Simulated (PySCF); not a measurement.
Process, species as SMILES: N#P (N-P) + 3 [H][H] (H2) → N (NH3) + P (PH3)
B3LYP-D3(BJ)/def2-TZVP geometries, fixed; electronic energies without zero-point terms.
Largest species:
```xyz
4

N      0.0022    -0.0038     0.1116
H     -0.0020     0.9512    -0.2281
H      0.8095    -0.4644    -0.2929
H     -0.8232    -0.4600    -0.2599
```

Effect of the SCF energy threshold at HF/def2-TZVP with PySCF, against the last row, where the energy of full hydrogenation is -80.42 kcal/mol.

| setting | SCF cycles, largest species | largest shift of a total energy (mEh) | shift of the energy of full hydrogenation (kcal/mol) |
|---|---|---|---|
| conv_tol: 1e-4 | 5 | 0.001 | 0.000 |
| conv_tol: 1e-5 | 6 | 0.000 | 0.000 |
| conv_tol: 1e-6 | 7 | 0.000 | 0.000 |
| conv_tol: 1e-7 | 8 | 0.000 | 0.000 |
| conv_tol: 1e-11 | 9 | 0.000 | 0.000 |

Within 0.02 kcal/mol in the energy of full hydrogenation: conv_tol: 1e-4; conv_tol: 1e-5; conv_tol: 1e-6; conv_tol: 1e-7. The largest shift is 0.001 mEh in a total energy and 0.000 kcal/mol in the difference.
